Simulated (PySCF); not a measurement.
The dipole of `FC1=CC[C@H]1F` from its density and from atomic charges.

Coordinates (PBE0-D3(BJ)/def2-SVP, Å) and charges (e) from the PBE0/pcSseg-1 density (PySCF):

```tsv
atom	x	y	z	Mulliken	IAO	Hirshfeld	ESP-fitted
F1	2.024	-1.293	-0.204	-0.2357	-0.2377	-0.0722	-0.1501
C2	0.924	-0.572	-0.208	+0.2592	+0.2612	+0.0708	+0.1984
C3	0.268	0.124	-1.143	-0.2200	-0.2020	-0.0603	-0.2725
C4	-0.808	0.543	-0.159	-0.1710	-0.2634	-0.0743	-0.1877
C5	0.034	-0.179	0.929	+0.1655	+0.1610	+0.0573	+0.1926
F6	-0.594	-1.183	1.607	-0.3165	-0.3101	-0.1182	-0.2297
H7	0.446	0.352	-2.194	+0.1073	+0.1608	+0.0606	+0.1786
H8	-1.785	0.056	-0.296	+0.1519	+0.1513	+0.0447	+0.1150
H9	-0.952	1.626	-0.011	+0.1392	+0.1377	+0.0439	+0.0888
H10	0.497	0.501	1.665	+0.1202	+0.1412	+0.0479	+0.0665
```

Problem. Compute μ = Σ q r for each scheme (1 e·Å = 4.803 D) and compare with the dipole of the full density.

Solution. The full density gives (-0.36, 2.03, -0.87) D, 2.23 D in size; dipole vectors point from the negative to the positive end.

```json
{"scheme": "Mulliken", "μx": "-1.25", "μy": "3.43", "μz": "-0.79", "size (D)": "3.73", "share of the full size (%)": "167", "angle to the full dipole (°)": "14"}
{"scheme": "IAO", "μx": "-0.72", "μy": "3.30", "μz": "-1.18", "size (D)": "3.58", "share of the full size (%)": "160", "angle to the full dipole (°)": "4"}
{"scheme": "Hirshfeld", "μx": "-0.17", "μy": "1.22", "μz": "-0.59", "size (D)": "1.37", "share of the full size (%)": "61", "angle to the full dipole (°)": "3"}
{"scheme": "ESP-fitted", "μx": "-0.36", "μy": "2.06", "μz": "-0.84", "size (D)": "2.26", "share of the full size (%)": "101", "angle to the full dipole (°)": "1"}
```

Problem. Which set comes closest?

Solution. Length of the difference vector: ESP-fitted 0.04 D, Hirshfeld 0.87 D, IAO 1.36 D, Mulliken 1.67 D. Closest: ESP-fitted. ESP charges are fitted to the potential around the molecule, whose slowest-falling term is the dipole's. The schemes that divide the density aren't constrained to reproduce the dipole.

Problem. What is left for the Hirshfeld atoms' own dipoles?

Solution. The shares of the density sum to the whole, so what Σ q r misses lies in dipoles about the nuclei. The atomic dipoles sum to (-0.36, 2.03, -0.87) − (-0.17, 1.22, -0.59) = (-0.19, 0.81, -0.28) D, 0.87 D in size.

Problem. With the origin at the mean of the coordinates, (0.005, -0.002, -0.001) Å, which are the largest single terms, by size, of the IAO dipole along the direction of the full one?

Solution. F6 +2.38, F1 +1.62, H9 +1.08, C4 -0.87, H7 +0.85 D; all 10 atoms together +3.57 D. The single terms depend on the origin, their sum doesn't.

Problem. Give the size of the full dipole in other units.

Solution. 2.23 D = 0.879 au = 0.465 e·Å = 7.45 × 10⁻³⁰ C·m.

Geometry: PBE0-D3(BJ)/def2-SVP; no solvent, vibrations or thermal averaging.
